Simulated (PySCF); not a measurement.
Species: carbon suboxide, C3O2.
Geometry (PBE0-D3(BJ)/def2-SVP, Å), atoms numbered from 1 in this order:
```
atom  x, y, z in Å
O1    -2.1378   -0.2348    1.1792
C2    -1.1223   -0.1231    0.6312
C3     0.0000    0.0000    0.0258
C4     1.1223    0.1231   -0.5796
O5     2.1378    0.2348   -1.1276
```

Lines to be assigned: C 1s: 291.73 (area 1), 295.09 (area 2) eV; O 1s: 540.10 eV.

Theory: PySCF 2.14.0, delta-SCF UKS SCAN, pcX-2 on the ionised atom, pcseg-1 elsewhere, spin-free X2C. Geometry: PBE0-D3(BJ)/def2-SVP; no solvent, vibrations or thermal averaging.

Problem. Order the carbon atoms by C 1s binding energy.

Solution. 291.73 eV: C3 (central carbon of cumulated double bonds); 295.09 eV: C2/C4 (central carbon of a ketene). Lowest listed C 1s: C3, bonded to 2 C (double bond). Highest, 3.36 eV above it: C2/C4, bonded to O (double bond) and C (double bond). Summing the Pauling electronegativity differences to the bonded atoms, each weighted by its formal bond order, gives 0.00 for the lowest site and +1.78 for the highest.

Bonded neighbours of each site: O1/O5: C (double bond); C2/C4: O (double bond) and C (double bond); C3: 2 C (double bond).

Problem. Express the binding energy of C 1s of C3 in atomic units and per mole.

Solution. 291.73 eV = 10.7209 Eh = 28148 kJ/mol.

The first atom of each set that the bonding makes equivalent was ionised and stands for the set.
